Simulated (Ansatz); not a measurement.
# How far each method lies from UCCSDT(Q) for [H···H···CH$_{3}$], doublet

Geometry: a point of a hydrogen-transfer path between rigid fragments, not a stationary point.

```xyz
6

H    -2.1175    0.0000    0.0000
H    -0.8885    0.0000    0.0000
C     0.2015    0.0000    0.0000
H     0.2015   -1.0800    0.0000
H     0.2015    0.5400    0.9353
H     0.2015    0.5400   -0.9353
```

Basis cc-pVTZ; Ansatz 0.2.0. Only valence electrons are correlated (noble-gas cores frozen), which leaves 9 electrons in 99 orbitals. R marks a restricted (for open shells ROHF) determinant, U an unrestricted one. Active spaces: pair = (3e, 3o) about the gap; valence = (9e, 9o) chosen from the atoms' valence shells.

Full CI isn't at hand for all of this; UCCSDT(Q) serves as the reference, and is uncertain by about the last step of the cluster series. The frozen core follows each run's orbitals, which can shift R against U totals by a few meV.

For open shells CISD is restricted-active-space CI with the open shells as a complete middle space.

* UHF ⟨S²⟩: 0.764
* T1 diagnostic (RCCSD): 0.0210
* largest doubles amplitude (RCCSD): 0.038
* T1 diagnostic (UCCSD): 0.0114

```
   level  E − E(RHF) (eV)
     UHF          -0.0941
    RMP2          -5.8203
    UMP2          -5.8201
   RCCSD          -6.4051
   UCCSD          -6.4080
RCCSD(T)          -6.6096
UCCSD(T)          -6.6093
```

(1) Estimate how far UCCSDT(Q) in cc-pVTZ lies from RCCSD(T). The table doesn't fix it; the size of (T) and the diagnostics are the guide.

(1) UCCSDT(Q) in cc-pVTZ lies 19 meV below RCCSD(T), which is 9 % of the (T) step (-204 meV). The diagnostics are small and one determinant leads, so the series closes fast and only a small part of (T) is left.

The other levels:

```csv
level,E − E(UCCSDT(Q)) (meV),share of correlation (%),wall time
CISD,552,91.68,15 s
BCCD(T),18,99.72,2 s (H100)
RCCSDT,7,99.90,–
UCCSDT,6,99.90,–
RCCSDT(Q),0,99.99,11 s (H100)
CASSCF (pair space),6138,7.39,–
NEVPT2 (pair space),810,87.77,1.7 s (H100)
CASSCF (valence space),4255,35.80,–
NEVPT2 (valence space),951,85.65,3.2 s (H100)
```

The correlation energy at UCCSDT(Q), counted from RHF, is -6.629 eV. That run took 8 s on 2 threads of AMD EPYC 7R13 with a shared H100 80 GB, shared host.

Times hold each run's SCF and search for its determinant on a shared host, so for small cases they say little of a method's own cost; rows without a card ran on 1 thread of AMD EPYC 7R13.

Natural occupations of CASSCF (valence space) about the gap: 1.985 1.979 1.979 1.972 1.001 0.028 0.019 0.019 0.018; effectively unpaired electrons, Σ n²(2−n)², 1.01.
